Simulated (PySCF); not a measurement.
**What builds the first ionisation energy along group 16**

Calculated with PySCF 2.14 from differences of total energies of unrestricted determinants, without spin-orbit coupling. Each column adds one step, in eV (sums use unrounded values): valence MP2, valence CCSD, valence triples, then the next inner shell at CCSD(T) (O 1s, S 2s 2p, Te 4s 4p 4d). References (NIST) marked * lie between the lowest fine-structure levels; the others compare directly ((s) semi-empirical, (t) theoretical).

```csv
element,UHF,+ MP2,+ CCSD,+ (T),+ inner shell,sum,reference
"O [He] 2s2 2p4 → [He] 2s2 2p3 (aug-cc-pCVTZ-DK, spin-free X2C)",12.022,1.313,0.033,0.050,0.015,13.433,13.608
"S [Ne] 3s2 3p4 → [Ne] 3s2 3p3 (aug-cc-pCVTZ-DK, spin-free X2C)",9.223,0.769,0.107,0.041,0.011,10.150,10.336
"Te [Kr] 4d10 5s2 5p4 → [Kr] 4d10 5s2 5p3 (aug-cc-pwCVTZ-DK3, spin-free X2C)",7.735,0.642,0.126,0.034,0.076,8.613,8.749
```

What remains against the references is mostly basis incompleteness.

Question: What share of the correlation contribution for Te comes from the inner shell?

Answer: The four steps add to 0.878 eV, of which the inner shell gives 0.076 eV, or 9 %.
